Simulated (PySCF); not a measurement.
Energies: PBE0-D3(BJ)/def2-TZVP (PySCF, density fitting, integration grid level 2) on PBE0-D3(BJ)/def2-SVP structures. Enthalpies at 298.15 K use unscaled PBE0-D3(BJ)/def2-SVP harmonic frequencies.

Question: Rank by proton affinities (298 K, kJ/mol) at the best site tried, lowest first.
A. methyl chloride, `CCl` (CH3Cl)
B. `NO` (H3NO)
C. `C=C(Cl)[C@@H]1CO1` (C4H5ClO)
D. diphosphorus, `P#P` (P2)
E. `C=O` (CH2O)
F. hydrogen chloride, `Cl` (HCl)

Answer: F (566), D (616), A (652), E (715), C (798), B (826).

Sites or products: hydrogen chloride: [H2Cl]+; formaldehyde: `C=[OH+]`; hydroxylamine: `[NH3+]O`; methyl chloride: `C[ClH+]`; `C=C(Cl)[C@@H]1CO1` (C4H5ClO): `CC(=[Cl+])[C@@H]1CO1`, site undecided; diphosphorus: `P#[PH+]`.

Others at the same level:
| molecule | proton affinities (298 K, kJ/mol) at the best site tried |
| --- | --- |
| `C#[C][GaH2]` (C2H3Ga) | 746 |

Notes. methyl chloride: the best site listed is a halogen, a weak base; protonation of a C–C, C–H or other σ bond isn't listed and may be favoured; `C#[C][GaH2]` (C2H3Ga): protonation of a hydridic H, with loss of H₂, was not considered.
